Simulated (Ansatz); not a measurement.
The same path of C$_{2}$H$_{3}$F$_{2}$N (8 atoms, charge 0, multiplicity 1) was run twice with different band settings. The coordinate that changes most is the angle C1–N2–C3.

All numbers below come from RKS B3LYP-D4/def2-SVP in Ansatz.

Relaxed end points:

```xyz
8
Properties=species:S:1:pos:R:3
C -0.916 -0.205 0.499
N 0.019 0.741 -0.068
C 1.076 0.378 -0.599
F 1.529 -0.866 -0.745
F 1.952 1.204 -1.125
H -1.081 0.044 1.560
H -0.598 -1.259 0.428
H -1.889 -0.094 -0.006
```

```xyz
8
Properties=species:S:1:pos:R:3
C -0.916 -0.205 0.499
N 0.018 0.741 -0.070
C 1.076 0.377 -0.600
F 1.950 1.204 -1.128
F 1.531 -0.866 -0.742
H -1.081 0.046 1.560
H -0.597 -1.259 0.430
H -1.890 -0.096 -0.005
```

Common settings: spring 5.0 eV/Å²; optimiser quadratic models (default); start path through a guess of the saddle point; force threshold 0.05 eV/Å; iteration limit 60; end points relaxed.

| run | movable images | climbing image |
| --- | --- | --- |
| 1 | 5 | yes |
| 2 | 4 | no |

Problem. What does each run give, and how far can it be trusted?

Solution. Run 1: converged after 16 iterations, highest image 0.582 eV above the first end. Beside the main top the profile has a ripple of under 15 meV (maxima at images 1, 4), which may be a very shallow well or noise. A vibrational analysis at the climbing image gives one clearly imaginary mode, 250i cm⁻¹, and a faint second one (18i cm⁻¹) that may be numerical noise or a soft torsion: probably a first-order saddle point.
Run 2: converged after 21 iterations, highest image 0.536 eV above the first end. No image climbed, so the highest image needn't sit at the top of the path.
